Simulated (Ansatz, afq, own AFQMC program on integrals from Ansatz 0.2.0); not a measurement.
**Where AFQMC and coupled cluster stand for GeH$_{4}$, singlet**

```xyz
5

Ge   -0.0011   -0.0011   -0.0011
H     0.9689    0.9720    0.9708
H    -0.8890   -0.8851    0.8845
H    -0.8850    0.8834   -0.8904
H     0.8863   -0.8888   -0.8836
```

Basis cc-pVDZ. Only valence electrons are correlated. AFQMC by an in-house program on the Cholesky factors that Ansatz 0.2.0 writes for its CCSD(T) run. The CISD trial takes its coefficients from CCSD amplitudes. Released means that phaseless walkers are propagated on without the constraint, phases kept. Uncertainties: one standard error, sampling alone. No spin–orbit coupling.

Determinant: RHF, the one that the program's search chose, which needn't be the lowest solution. The geometry is a point of a scan.

No full CI on the walks' own integrals is used here; CCSDT(Q) serves as the reference and is uncertain by about the last step of the cluster series.

Cautions: no relativity below Rb; no spin-orbit coupling; inner d shell frozen.

```
T1 diagnostic                               : 0.0098
weight of the determinant in the CISD state : 0.919
size of the correlated space                : 8 electrons in 33 orbitals
```

Reference: CCSDT(Q), correlation energy -3.983 eV. The released energy is read at 2.40 1/Eh (meV from the phaseless value at times in 1/Eh: 3 ± 3 at 0.24, -2 ± 4 at 0.51, 1 ± 4 at 0.99, 3 ± 4 at 1.62, 4 ± 4 at 2.40).

```tsv
level	E − E(reference) (kJ/mol)	share of correlation (%)
HF	384.3	0.00
MP2	88.2	77.05
CCSD	8.3	97.85
CCSD(T)	1.7	99.55
CCSDT	0.2	99.96
ph-AFQMC/CISD	0.0 ± 0.4	100.01
released AFQMC	0.3 ± 0.4	99.91
```

A walk keeps the symmetry of its determinant, which the program's search chose and which needn't be the lowest solution, so a lower state of the same spin and another symmetry isn't excluded. Released energies are given only where the last usable release times agree within the noise; a slower fall can still hide under it.
